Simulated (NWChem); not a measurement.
System: SiH$_{4}$; SMILES [SiH4]

```xyz
5

Si     0.0000     0.0000     0.0000
H     -0.8618     0.8618     0.8618
H      0.8618    -0.8618     0.8618
H      0.8618     0.8618    -0.8618
H     -0.8618    -0.8618    -0.8618
```
Atoms are numbered in this order, from 1.

Results from NWChem. Pople sets run with spherical d functions. The geometry was optimised at PBE0/def2-SVP. Vertical excitations in the gas phase.

Predict the results for Hartree-Fock/6-31G*, CIS. Quantities: lowest excitation, singlet (eV); oscillator strength of that lowest state; orbital gap (eV).


* **lowest excitation, singlet (eV)**: 10.77
* **oscillator strength of that lowest state**: 0.000
* **orbital gap (eV)**: 17.71
